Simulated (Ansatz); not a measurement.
## Strength of the Si–O bond: SiH2(OH)O → SiH2O + OH

Species: SiH2(OH)O, doublet; SiH2O (oxosilane) `O=[SiH2]`, singlet; OH, doublet. 

Shapes, held fixed at every level: PBE0-D4/def2-TZVP. Flexible molecules stand in one conformer, not always the lowest. Programs: Ansatz 0.2.0. The zero-point and thermal change to 298 K, harmonic and unscaled (PBE0-D4/def2-TZVP), is -9.9 kJ/mol.

(1) Estimate ΔH(298 K) of this reaction.

Results:

(1) The highest level, CCSD(T)/CBS estimate, gives ΔH(298 K) = +284.0 kJ/mol; the levels span +271.8 to +343.7. A fragment pairs its electrons up again, so this isn't a typical strength of such a bond. The column of differences is taken from that level and isn't an error. No measured value is set beside it here. Open shells run unrestricted unless RO is named. The CBS estimate extrapolates MP2 from def2-TZVPP and def2-QZVPP and adds CCSD(T) − MP2 in the triple-zeta set, cores frozen.

| level | kind | ΔH(298 K) (kJ/mol) | less CCSD(T)/CBS estimate |
| --- | --- | --- | --- |
| HF/def2-SVP | Hartree–Fock | +297.9 | +13.9 |
| HF/def2-TZVPP | Hartree–Fock | +300.7 | +16.7 |
| SPW92/def2-TZVPP | LDA | +343.7 | +59.7 |
| PBE0-D4/def2-TZVPP | global hybrid | +298.6 | +14.6 |
| r2SCAN0-D4/def2-TZVPP | global hybrid | +307.9 | +23.9 |
| wB97M-V/def2-TZVPP | range-separated hybrid | +294.3 | +10.3 |
| MP2/def2-TZVPP | perturbation theory | +271.8 | -12.2 |
| CCSD(T)/CBS estimate | coupled cluster or CI | +284.0 | 0.0 |
